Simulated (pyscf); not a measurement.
O=CH–OH + SiH₄ → HO–CH₂–O–SiH₃ (addition across a multiple bond or ene-type step; singlet surface; H–Si broken, C–H, O–Si formed). Optimised with ωB97X-D3(BJ)/def2-SVP in PySCF. MP2 and CC: frozen core, UHF for open shells. ΔMP2 is the change of the MP2 total energy from the triple- to the quadruple-zeta basis. Energies in kcal/mol from the separated reactants.

| level | barrier | reaction energy |
|---|---|---|
| B3LYP-D3(BJ)/def2-TZVP | ___ | -21.9 |
| M06-2X/def2-TZVP | 38.5 | -28.2 |
| ωB97M-D3(BJ)/def2-TZVP | 40.1 | -23.3 |
| HF/def2-TZVP | 54.2 | -20.7 |
| MP2/def2-QZVPP | 41.0 | -26.4 |
| CCSD/def2-TZVPP | 43.9 | -24.6 |
| CCSD(T)/def2-TZVPP + ΔMP2(QZVPP) | ___ | ___ |

**Question.** Complete the blanks.

**Answer.** 
- B3LYP-D3(BJ)/def2-TZVP, barrier: 40.7
- CCSD(T)/def2-TZVPP + ΔMP2(QZVPP), barrier: 41.2
- CCSD(T)/def2-TZVPP + ΔMP2(QZVPP), reaction energy: -25.0

Of the functionals in the table, B3LYP-D3(BJ) is closest to CCSD(T)/def2-TZVPP + ΔMP2(QZVPP) in the barrier (0.5 kcal/mol apart) and M06-2X least close (2.7 kcal/mol); that level has limits of its own. On the product side the descent ends in a point that may be a rotor saddle (no frequency run), 2.1 kcal/mol over the lowest minimum found and 62.5 kcal/mol under the saddle at ωB97X-D3(BJ)/def2-TZVP. The same reactants have a lower exit, to O=CH–O–SiH₃ + H₂ (barrier +30.1 kcal/mol at ωB97M-D3(BJ)/def2-TZVP, against +40.1 kcal/mol here). One saddle was located; it need not be the lowest between these sides. The CCSD(T) − MP2 part came from Ansatz, without density fitting, on the same reference.
